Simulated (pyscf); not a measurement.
One four-centre exchange on the singlet surface with elements of a group swapped. CCSD(T)/def2-TZVPP + ΔMP2(QZVPP), kJ/mol, from the separated reactants. Single points on ωB97X-D3(BJ)/def2-SVP structures (PySCF, gas phase). MP2 and CC: frozen core, UHF for open shells. ΔMP2 is the change of the MP2 total energy from the triple- to the quadruple-zeta basis.

```csv
step,barrier,reaction energy,imaginary mode (i cm⁻¹)
`[CH4]` + `[AlH2][Cl]` → `[CH3][AlH2]` + `[ClH]`,(withheld),(withheld),732
`[CH4]` + `[Cl][InH2]` → `[CH3][InH2]` + `[ClH]`,179.4,+156.2,982
`[CH4]` + `[F][GaH2]` → `[CH3][GaH2]` + `[FH]`,140.8,+112.4,1065
`[CH4]` + `[Cl][GaH2]` → `[CH3][GaH2]` + `[ClH]`,174.0,+144.3,1022
```

**Question.** Fill in the missing entries.

**Answer.** 
- `[CH4]` + `[AlH2][Cl]` → `[CH3][AlH2]` + `[ClH]`, barrier: 183.6
- `[CH4]` + `[AlH2][Cl]` → `[CH3][AlH2]` + `[ClH]`, reaction energy: +175.5

Row 1: On the reactant side the descent ends in a complex (not fully relaxed), 16.9 kJ/mol under the separated species and 192.4 kJ/mol under the saddle at ωB97X-D3(BJ)/def2-TZVP. On the product side the descent ends in an adduct with a Al–Cl contact, 36.2 kJ/mol under the separated species and 29.9 kJ/mol under the saddle at ωB97X-D3(BJ)/def2-TZVP. Row 2: On the reactant side the descent ends in a complex, 16.9 kJ/mol under the separated species and 197.6 kJ/mol under the saddle at ωB97X-D3(BJ)/def2-TZVP. On the product side the descent ends in an adduct with a Cl–In contact, 29.6 kJ/mol under the separated species and 41.4 kJ/mol under the saddle at ωB97X-D3(BJ)/def2-TZVP. Row 3: On the product side the descent ends in an adduct with a F–Ga contact, 27.9 kJ/mol under the separated species and 44.3 kJ/mol under the saddle at ωB97X-D3(BJ)/def2-TZVP. Row 4: On the product side the descent ends in a complex, 28.3 kJ/mol under the separated species and 47.6 kJ/mol under the saddle at ωB97X-D3(BJ)/def2-TZVP. Each row is the saddle that its search found. The CCSD(T) − MP2 part came from Ansatz, without density fitting, on the same reference. The frozen core leaves the outer d or s,p core shells of the metals and heavy elements correlated in the MP2 and CC values, and def2-TZVPP describes them poorly, which can shift differences by a few kcal/mol. Elements up to Kr have no core potential and no relativistic terms here. Elements past Kr carry the def2 core potentials, without spin-orbit coupling.
